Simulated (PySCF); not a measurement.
Field gradients at the hydrogen positions

Species: Si(SH)H3.
Geometry (PBE0-D3(BJ)/def2-SVP, Å), atoms numbered from 1 in this order:
```xyz
6
H4SSi angstrom
Si     0.189   -0.014   -0.493
S      0.273    0.027    1.653
H     -1.068    0.056    1.821
H      1.613   -0.023   -0.932
H     -0.503    1.189   -1.045
H     -0.503   -1.235   -1.004
```

Level: PBE0/pcSseg-1 (PySCF, non-relativistic); Q(2H) = 0.00286 b; rigid geometry, the same for H and D, with no vibrational averaging.

Give the electric field gradient Vzz (the principal value of largest size), its asymmetry and the 2H coupling at each hydrogen.

```
atom  bonded to  bond length (Å)  Vzz (au)     η  χzz (kHz)
  H3         S2            1.352    0.2232  0.15        150
  H4        Si1            1.490    0.1411  0.04         95
  H5        Si1            1.493    0.1386  0.02         93
  H6        Si1            1.493    0.1385  0.02         93
```

Average by the element that carries the hydrogen.

on S: 150 kHz over 1 position, mean bond length 1.352 Å; on Si: 94 kHz over 3 positions, mean bond length 1.492 Å.

Isolated species at its PBE0-D3(BJ)/def2-SVP geometry, gas phase. A larger basis could move these couplings by a tenth or more.

These values come from a run that also computed NMR shieldings. Time: 2.9 s of wall time. Hardware: one thread, x86-64 server, on a shared host.
